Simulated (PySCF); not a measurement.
# Radiative rates from a computed spectrum

Species: ethane, C2H6.
Structure used (GFN2-xTB), in Å, numbered top down from 1:
```xyz
8
C2H6 angstrom
C     -0.752    0.106   -0.017
C      0.755   -0.103    0.010
H     -1.217   -0.562   -0.739
H     -0.994    1.130   -0.293
H     -1.184   -0.095    0.962
H      0.993   -1.128    0.283
H      1.221    0.561    0.736
H      1.187    0.101   -0.967
```

Computed with TDDFT CAM-B3LYP/def2-SVPD, vertical, gas phase, core orbitals frozen in the response (PySCF 2.14.0, density-fitted response routines).

Computed singlets with f of 0.002 or more:

```csv
state,ν̃ (cm⁻¹),f
S4,82760,0.124
S5,82770,0.124
S6,88430,0.261
S7,90910,0.073
S8,90910,0.073
```

Problem. Turn these into Einstein A coefficients, radiative lifetimes, transition dipoles and integrated cross-sections.

Solution. A / s⁻¹ = 0.6670 f (ν̃ / cm⁻¹)² and τ = 1/A in vacuum; |μ| follows from f = (2/3) ΔE |μ|² (atomic units, 1 au = 2.5417 D); ∫σ dE = 109.76 f Mb·eV.

```tsv
state	A (s⁻¹)	τ	|μ| (D)	∫σ dE (Mb·eV)
S4	5.7×10⁸	1.8 ns	1.79	14
S5	5.7×10⁸	1.8 ns	1.79	14
S6	1.4×10⁹	730 ps	2.51	29
S7	4.0×10⁸	2.5 ns	1.30	8
S8	4.0×10⁸	2.5 ns	1.31	8
```

Leading configurations: S4 H-1/H→L+1 (≥95%); S5 H-1/H→L+1 (≥95%); S6 H-2→L+1 (99%); S7 H-1/H→L+3 (≥45%); S8 H-1/H→L+2 (≥51%) (H = HOMO, L = LUMO).

States that coincide in energy are taken one by one. Only emission to the ground state at the vertical energy is counted.

Problem. Which computed singlets stay under f = 0.002?

Solution. S1 (9.25 eV, f 0.0000), S2 (9.25 eV, f 0.0000) and S3 (9.98 eV, f 0.0000).

Problem. Suppose S4 emitted 0.3 eV lower with the same transition dipole. How would A change?

Solution. At fixed |μ|, A goes as the cube of the energy: (9.96/10.26)³ = 0.91, which makes τ about 1.9 ns.

Problem. How much energy does a mole of photons resonant with S6 carry?

Solution. 10.964 eV × 96.485 = 1058 kJ/mol (253 kcal/mol).
